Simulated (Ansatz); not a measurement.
Molecule: CH$_{3}$, net charge -1, singlet state. Whether it binds its extra electron was not tested at this geometry. 
Structure (B3LYP-D3(BJ)/def2-TZVP (Ansatz, a program for electronic structure) minimum search):
SMILES: [CH3-]
```xyz
4

C      0.0884     0.0858     0.0881
H     -0.5958    -0.5885     0.6498
H      0.6481    -0.5918    -0.5944
H     -0.5826     0.6655    -0.5842
```
Charge -1, spin multiplicity 1.

Problem. Give the harmonic wavenumbers at B3LYP-D3(BJ)/def2-TZVP (Ansatz, finite differences of forces, unscaled).

Solution. 948, 1444, 1444, 2813, 2858, 2858 cm⁻¹. Zero-point energy 17.7 kcal/mol.

Problem. From these and the geometry, give the ideal-gas thermochemistry at 298.15 K and 1 atm (rigid rotor, harmonic oscillator).

Solution. Point group C3v, rotational symmetry number 3. Rotational constants 245.5, 245.5, 162 GHz. S(trans) 34.07, S(rot) 11.98, S(vib) 0.15, S(elec, spin only) 0.00, S 46.2 cal/(mol K). H(298) - H(0) 2.41 kcal/mol; G - E(el) 6.3 kcal/mol.
